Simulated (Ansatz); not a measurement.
SnSe (Pnma, No. 62) was calculated with r²SCAN (PAW; Ansatz, a program for electronic structure).

Numerical settings: plane-wave cutoff 560 eV, 4×8×8 k mesh (along the axes of the cell as run), Fermi–Dirac smearing 0.01 eV, scalar-relativistic PAW data made under PBE.

Cell (relaxed at this level):

SnSe is taken in the orthorhombic space group Pnma (No. 62), Pearson symbol oP8. Lattice parameters: a = 11.673 Å, b = 4.122 Å, c = 4.702 Å, α = β = γ = 90.00°. Se on 4c is coordinated by 3 Sn at 2.762–2.769 Å (trigonal pyramidal). Sn on 4c has 3 Se at 2.762–2.769 Å (trigonal pyramidal). (Neighbours: up to the widest gap in distance over summed covalent radii, below 1.35, at either atom; cation-cation and far metal-metal contacts left out.)

Q: What does this level give for the band gap and bulk modulus B0?

A: 
- band gap = 1.11 eV (on the SCF k mesh)
- bulk modulus B0 = 22.1 GPa

Note: for a layered or molecular solid the relaxed cell lies over 5 % above the published volume, where the minimum can be shallow; the cell comes from a level without a dispersion term, which matters for the spacing of layers, chains or molecules; the bulk modulus is −V dP/dV from two relaxed cells at ±2 % in volume; the volume lies 7 % above that of the published cell.

Spin–orbit coupling is not included.

Computed values are for the static lattice.
